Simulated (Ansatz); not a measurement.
# SiH2ClO (SMILES O[SiH]Cl): UCCSD/def2-TZVP

What is the vertical doublet–quartet gap of SiH2ClO at UCCSD/def2-TZVP? 

The calculation is run with Ansatz 0.2.0.

33 further runs of the same task are left out: 33 set aside as unsound or not needed. Runs told in other sessions of the task aren't counted.

### Step 1. The structure to begin with

The species is SiH2ClO (5 atoms), meant as a doublet with charge 0. SMILES: `O[SiH]Cl`. The coordinates come from a PBE0-D4/def2-TZVP relaxation. This is one conformer, not always the lowest.

Bond lengths: O1–Si2 1.639 Å, Si2–Cl3 2.065 Å, O1–H4 0.959 Å, Si2–H5 1.488 Å. Angles: O1–Si2–Cl3 111.1°, O1–Si2–H5 105.3°, Cl3–Si2–H5 108.3°, Si2–O1–H4 118.3°.

### Step 2. A single-point energy at UCCSD/def2-TZVP

The input, job.yaml:

```yaml
crystal:
  periodic: [false, false, false]
  atoms:
    - symbol: O
      position_ang: [-0.806100, -0.432000, -0.746500]
    - symbol: Si
      position_ang: [-0.092300, 0.479800, 0.414000]
    - symbol: Cl
      position_ang: [1.606600, -0.440800, 1.143600]
    - symbol: H
      position_ang: [-1.024100, -1.343200, -0.540000]
    - symbol: H
      position_ang: [0.316000, 1.736300, -0.271100]
basis:
  gaussian: {orbitals: def2-TZVP}
accuracy: high
correlation: {method: ccsd, frozen_orbitals: {Cl: 5, H: 0, O: 1, Si: 5}}
magnetization: {spin_polarized: true, initial_magnetization: 1}
scf: {omitted_lower_state_checks: [cluster_reference, increment]}
```

Run with:

```bash
ansatz run job.yaml --threads 1 --pin off --max-ram 2610MiB --events-out events.jsonl --progress --plain --runs-dir runs
```

What it wrote, shortened:

```text
Warning: RAYON_NUM_THREADS=1 ignored (pool sized by the plan → 1); use --threads N
Functional definition: HF
  name "HF"
[...]
1953 factors; integrals over basis functions are off by at most 3.7e-9 eV
[...]
mean field -22437.95243597 eV, -824.5795430315 hartree, gradient 1.9e-8 eV, S^2 0.754889; 0 other end points of the search recorded, 0 dependent functions left out
11 core orbitals not correlated: weight in the atoms' cores, before any rotation towards them, 1.000 or more for the frozen orbitals, at most 0.000 for the correlated occupied ones
reference -22437.95243597 eV, -824.5795430315 hartree; 10, 9 occupied and 96, 97 virtual orbitals, 1953 factors
second order -14.08838590 eV of doubles, -0.00000000 eV of singles
cycle   1  -14.50172700 eV  change   -4.1e-1 eV  update   8.0e-2
[...]
cycle  23  -14.90977480 eV  change   -1.3e-9 eV  update   1.2e-9
Total energy: -22452.86221077 eV, -825.1274671492 hartree
Checks for a lower state left out: cluster_reference, increment
```

Wall time 74 s (1 thread of Arm Neoverse V1, shared host); peak memory 2 GiB.

### Step 3. The quartet

The input, in.yaml:

```yaml
crystal:
  periodic: [false, false, false]
  atoms:
    - symbol: O
      position_ang: [-0.806100, -0.432000, -0.746500]
    - symbol: Si
      position_ang: [-0.092300, 0.479800, 0.414000]
    - symbol: Cl
      position_ang: [1.606600, -0.440800, 1.143600]
    - symbol: H
      position_ang: [-1.024100, -1.343200, -0.540000]
    - symbol: H
      position_ang: [0.316000, 1.736300, -0.271100]
basis:
  gaussian:
    orbitals: def2-TZVP
magnetization:
  spin_polarized: true
  initial_magnetization: 3
correlation:
  method: ccsd
  frozen_orbitals: {Cl: 5, H: 0, O: 1, Si: 5}
accuracy: high
scf:
  omitted_lower_state_checks: [cluster_reference, increment]
```

Run with:

```bash
ansatz run in.yaml --threads 1 --pin off --max-ram 2610MiB --events-out events.jsonl --progress --plain --runs-dir runs
```

What it wrote, shortened:

```text
Warning: RAYON_NUM_THREADS=1 ignored (pool sized by the plan → 1); use --threads N
[... 2 set-up lines as earlier in the session ...]
[...]
1953 factors; integrals over basis functions are off by at most 3.7e-9 eV
[...]
mean field -22430.52628721 eV, -824.3066370982 hartree, gradient 4.4e-8 eV, S^2 3.760130; 19 other end points of the search recorded, 0 dependent functions left out
11 core orbitals not correlated: weight in the atoms' cores, before any rotation towards them, 1.000 or more for the frozen orbitals, at most 0.000 for the correlated occupied ones
reference -22430.52628721 eV, -824.3066370982 hartree; 11, 8 occupied and 95, 98 virtual orbitals, 1953 factors
second order -12.77426023 eV of doubles, -0.00000000 eV of singles
cycle   1  -13.52184837 eV  change   -7.5e-1 eV  update   9.3e-2
[...]
cycle  48  -14.03607621 eV  change  -7.1e-10 eV  update   2.0e-9
Total energy: -22444.56236342 eV, -824.8224533848 hartree
Checks for a lower state left out: cluster_reference, increment
```

Wall time 2.7 min (1 thread of Arm Neoverse V1, shared host); peak memory 2 GiB.

### Step 4. Summary of results

Level: UCCSD/def2-TZVP, 11 core orbitals frozen.

| quantity | value |
| --- | --- |
| doublet: total energy | -825.12747 Eh |
| doublet: correlation energy (11 core orbitals frozen) | -547.9 mEh |
| doublet: ⟨S²⟩ of the reference determinant | 0.755 |
| doublet: T1 diagnostic | 0.014 |
| quartet: total energy | -824.82245 Eh |
| quartet: correlation energy (11 core orbitals frozen) | -515.8 mEh |
| quartet: ⟨S²⟩ of the reference determinant | 3.760 |
| quartet: T1 diagnostic | 0.049 |
| vertical energy of the quartet above the doublet | 8.300 eV |

What this shows: At this shape the quartet lies 8.30 eV (801 kJ/mol) above the doublet. The T1 diagnostic (quartet) of 0.049 is above the customary mark for such species, so a single reference may not serve.
